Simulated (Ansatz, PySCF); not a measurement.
Reaction: C2H6S (SMILES CCS) → C2H5 (SMILES [CH2]C, doublet) + HS (SMILES [SH], doublet) (the C-S bond breaks)
Each species at its own B3LYP-D3(BJ)/def2-TZVP minimum (Ansatz, a first-principles code), one conformer.

Quantity: bond dissociation energy (enthalpy at 298 K, ideal-gas terms from PySCF's Hessians at B3LYP-D3(BJ)/def2-TZVP), in kJ/mol. Radicals and triplets start from unrestricted determinants; spin-orbit coupling is neglected. CBS(X,Y): correlation extrapolated as X^-3, Hartree-Fock from the larger set. A bracket is a step between two methods taken in the basis named. The functionals are non-relativistic, so their misses hold any scalar relativity. Double hybrids freeze cores in their MP2 part. '+ core + X2C': CCSD(T) terms for core correlation (cc-pwCVTZ, 1s frozen past Ne) and scalar relativity (cc-pVTZ-DK).

From measured enthalpies of formation at 298 K: 74.2 kcal/mol (G2/97 table in ASE (Curtiss et al.)). The calculations leave out spin-orbit terms.

**Question.** How far off this value is PBE/def2-TZVPD (Ansatz), in which direction, and which of these levels come nearer: r2SCAN/def2-TZVPD, PBE0/def2-TZVPD, B2PLYP/def2-TZVPD, CCSD(T)/CBS(cc-pV(T+d)Z,cc-pV(Q+d)Z) + core + X2C?

**Answer.** PBE gives 304.3 kJ/mol, 6.2 kJ/mol below it. Errors of the others: r2SCAN/def2-TZVPD (Ansatz) -26.2; PBE0/def2-TZVPD (Ansatz) -13.4; B2PLYP/def2-TZVPD (Ansatz) -19.2; CCSD(T)/CBS(cc-pV(T+d)Z,cc-pV(Q+d)Z) + core + X2C (Ansatz) 1.4; CCSD(T)/CBS(cc-pV(T+d)Z,cc-pV(Q+d)Z) + [CCSDT(Q) - CCSD(T)]/cc-pV(D+d)Z + core + X2C (Ansatz) 1.6 kJ/mol. Nearer than PBE: CCSD(T)/CBS(cc-pV(T+d)Z,cc-pV(Q+d)Z) + core + X2C, CCSD(T)/CBS(cc-pV(T+d)Z,cc-pV(Q+d)Z) + [CCSDT(Q) - CCSD(T)]/cc-pV(D+d)Z + core + X2C.
